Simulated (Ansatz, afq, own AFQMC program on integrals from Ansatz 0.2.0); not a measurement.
# CH$_{5}$ClGeO, singlet: energetics from AFQMC and coupled cluster

```tsv
atom	x (Å)	y (Å)	z (Å)
C	-0.2639	1.1686	-0.3515
Ge	-0.2554	-0.6465	0.3237
O	1.3046	-1.1011	1.0279
Cl	-0.6404	-1.9528	-1.3708
H	-1.2519	1.4069	-0.7710
H	-0.0388	1.8724	0.4633
H	0.4897	1.2810	-1.1440
H	-1.2795	-0.9586	1.4178
H	2.0242	-1.1166	0.3875
```

Geometry: a PBE0/def2-SVP stationary point, not shown to be a minimum. Basis def2-TZVP. Noble-gas cores (and the filled d shells of Ga–Kr and In–Xe) are frozen. AFQMC by an in-house program on the Cholesky factors that Ansatz 0.2.0 writes for its CCSD(T) run. The CISD trial takes its coefficients from CCSD amplitudes. Released means that phaseless walkers are propagated on without the constraint, phases kept. Uncertainties: one standard error, sampling alone. No spin–orbit coupling.

Best estimates are CCSD(T) at the basis-set limit (def2-TZVPP/QZVPP) plus the step from CCSD(T) to the highest rung at hand in def2-TZVP, named in the table (released AFQMC can keep some 10 meV of bias). Fragments are relaxed and keep their bonds. No zero-point, core-correlation or spin–orbit terms, no scalar relativity below Rb. Other levels are in def2-TZVP; a dash marks a level that is missing or breaks spin symmetry for a member.

Cautions: inner d shell frozen; no relativity below Rb; no spin-orbit coupling; CH₅ClGeO (singlet): the released value is read at 0.90 1/Eh with a noise of 21 meV, more than in the cases checked (meV from the phaseless value at times in 1/Eh: 3 ± 18 at 0.21, 21 ± 24 at 0.42, 43 ± 30 at 0.63, 21 ± 21 at 0.90); CH₄ClGe (doublet): the released value is read at 0.99 1/Eh with a noise of 17 meV, more than in the cases checked, later times being too noisy (meV from the phaseless value at times in 1/Eh: 4 ± 11 at 0.24, -14 ± 15 at 0.51, -15 ± 17 at 0.99, -34 ± 21 at 1.50); GeH₂ClO (doublet): the released value is read at 1.50 1/Eh with a noise of 18 meV, more than in the cases checked (meV from the phaseless value at times in 1/Eh: -20 ± 16 at 0.24, -17 ± 13 at 0.51, 8 ± 21 at 0.99, -9 ± 18 at 1.50).

```tsv
process	best estimate (kcal/mol)	highest rung
Ge2–O3 → CH4ClGe (doublet) + HO (doublet)	110.2 ± 0.6	released AFQMC
Ge2–C1 → GeH2ClO (doublet; OH–GeH–Cl) + CH3 (doublet)	84.1 ± 0.6	released AFQMC
to free atoms	739.2 ± 0.5	released AFQMC
```

Errors against the best estimates in kcal/mol, the processes numbered in the order above:

```tsv
level	error, 1	error, 2	error, 3
MP2	5.7	2.3	-18.1
CCSD(T)	-1.9	-0.6	-28.8
ph-AFQMC/CISD	-2.3 ± 0.6	-1.4 ± 0.6	-28.7 ± 0.5
CCSD(T)/CBS	1.4	1.4	0.9
PBE	-4.3	-5.5	-0.9
r2SCAN	-5.9	-7.1	-2.8
PBE0	-6.2	-3.6	-11.5
B3LYP	-8.4	-8.2	-16.9
wB97M-V	-2.2	0.0	-4.9
B2PLYP	-3.6	-4.1	-17.4
```

Cost at the first geometry (cards were shared with other jobs): PBE0/def2-TZVP, 9.5 s on 1 thread of AMD EPYC 7R13 Processor (Zen 3), with other jobs on the host; RCCSD(T)/def2-TZVP, 6.5 s on 1 × NVIDIA H100 80GB HBM3 with 1 thread of AMD EPYC 7R13 Processor (Zen 3), on a shared host; CCSD(T)/def2-QZVPP, 26 s on 1 × NVIDIA H100 80GB HBM3 with 1 thread of AMD EPYC 7R13 Processor (Zen 3), with other jobs on the host; ph-AFQMC/CISD with release, 4.1 min on 1 × NVIDIA H100 80GB HBM3 with 2 threads of AMD EPYC 7R13 Processor (Zen 3), with other jobs on the host.

Best estimates are given only where the step beyond CCSD(T) is under 0.3 eV and no member's determinant is very poor (T1 over 0.05, or 0.07 for open shells, ⟨S²⟩ too high by 0.3, two states mixed), so the hardest cases are missing from such tables.

The functionals ran in a triple-zeta set and keep a basis error of their own, a few kJ/mol for each bond in atomization energies and more for double hybrids, so close places among them and the extrapolated levels can swap.

Each member of a difference takes its own highest rung, so a best estimate needn't equal the limit plus the step of one row. Released energies are given only where the last usable release times agree within the noise; a slower fall can still hide under it.
